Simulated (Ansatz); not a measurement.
A nudged elastic band was laid between two geometries of CH4BCl + H2 (9 atoms, charge 0, multiplicity 1).

Computed with Ansatz 0.2.0, RKS B3LYP/def2-SVP.

```yaml
movable_images: 5
climbing_image: yes
spring: 5.0 eV/Å²
optimiser: quadratic models (default)
start_path: through a guess of the saddle point
force_threshold: 0.03 eV/Å
iteration_limit: 60
end_points: relaxed
```

Initial state:

```xyz
9
Properties=species:S:1:pos:R:3
B -0.012 0.779 0.420
C 0.120 0.757 1.970
H -0.897 0.723 2.408
H 0.709 -0.076 2.378
H 0.547 1.715 2.320
Cl 0.660 -0.497 -0.599
H -0.583 1.663 -0.168
H -0.042 -3.461 0.183
H -0.272 -4.176 0.306
```

Final state:

```xyz
9
Properties=species:S:1:pos:R:3
B -0.090 -0.530 -1.082
C 0.015 -0.155 2.724
H -0.753 0.537 3.101
H 0.618 -0.529 3.563
H 0.668 0.374 2.014
Cl 1.382 0.391 -1.280
H -1.134 0.063 -1.087
H -0.003 -1.720 -0.955
H -0.472 -1.003 2.220
```

Q: What changes between the two ends?

A: Bonds broken: B1–C2, H8–H9. Bonds formed: B1–H8, C2–H9. CH4BCl + H2 becomes BClH2 + CH4.

Q: Give the energies along the band, and the barrier.

A: It converged. The highest image is number 4 of 0 to 6, 27.8 kcal/mol above the first end and 31.5 kcal/mol above the last; the last end lies 3.8 kcal/mol below the first. Neighbouring images differ by up to 1.3 eV, so the band resolves the path poorly. A vibrational analysis at the climbing image gives one clearly imaginary mode, 1139i cm⁻¹: a first-order saddle point. The orbitals stay closed-shell, which can raise the energy where a bond breaks towards radicals; this wasn't checked here.

```
image  path coordinate (Å)  energy (kcal/mol)  B1–C2 (Å)  H8–H9 (Å)  B1–H8 (Å)
    0                 0.00                0.0       1.56       0.76       4.25
    1                 1.30                0.1       1.56       0.76       3.70
    2                 2.60                0.5       1.56       0.76       3.08
    3                 3.91                3.6       1.56       0.76       2.36
    4                 5.21               27.8       1.77       1.10       1.30
    5                 6.84               -2.5       3.06       2.27       1.20
    6                 8.48               -3.8       3.83       3.29       1.20
```

Q: What is the geometry of the highest image?

A: 
```xyz
9
Properties=species:S:1:pos:R:3:forces:R:3
B -0.082 -0.307 0.183 -0.01 0.01 -0.01
C 0.070 -0.049 1.923 0.00 0.01 0.01
H -0.886 -0.040 2.468 0.00 0.00 0.00
H 0.821 -0.636 2.476 0.00 0.00 0.00
H 0.452 0.979 1.852 0.00 0.00 0.00
Cl 1.527 -0.090 -0.639 0.00 0.00 0.00
H -1.041 0.318 -0.177 0.00 0.00 0.00
H -0.443 -1.545 0.057 0.00 0.00 0.00
H -0.187 -1.202 1.074 0.00 -0.01 0.00
```

The band took 22 iterations and about 2.4 core-minutes.

The run took 2.4 min on 1 thread of Intel(R) Xeon(R) 6975P-C (Granite Rapids) (shared host), peak memory 0.18 GiB.
